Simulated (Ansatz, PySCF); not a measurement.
Species: CHO, net charge 0, doublet state. It need not be the lowest isomer of its formula. SMILES: O=[CH]
Structure (B3LYP-D3(BJ)/def2-TZVP (Ansatz, a quantum-chemistry and plane-wave program) minimum search):
```xyz
3

C      0.0497     0.5837    -0.0011
O      0.0741    -0.5878    -0.0009
H     -0.8911     1.2003     0.0145
```
Charge 0, spin multiplicity 2.


Wanted: enthalpy of formation at 298 K (from the atomisation energy, B3LYP-D3(BJ)/def2-TZVP harmonic zero-point and thermal terms from PySCF, and the atoms' enthalpies of formation in the G2/97 table; no spin-orbit terms, and no core term in the frozen-core levels), in eV. Correlated levels leave the core frozen unless marked. Open shells are spin-unrestricted. Spin-orbit coupling is left out. No relativistic terms. The coupled-cluster limit lacks core correlation, which all-electron functionals hold. CBS(X,Y): correlation extrapolated as X^-3; Hartree-Fock from the larger set.

```csv
level,program,enthalpy of formation at 298 K (eV)
revPBE/def2-TZVPD,Ansatz,0.22
TPSS/def2-TZVPD,PySCF,0.28
PBE0/def2-TZVPD,Ansatz,0.37
PW6B95-D3(BJ)/def2-TZVPD,PySCF + dftd3,0.37
"CCSD/CBS(def2-TZVPPD,def2-QZVPPD)",Ansatz,0.83
CCSD(T) with core electrons/cc-pwCVTZ,Ansatz,0.76
"CCSD(T)/CBS(aug-cc-pVTZ,aug-cc-pVQZ)",Ansatz,0.46
```
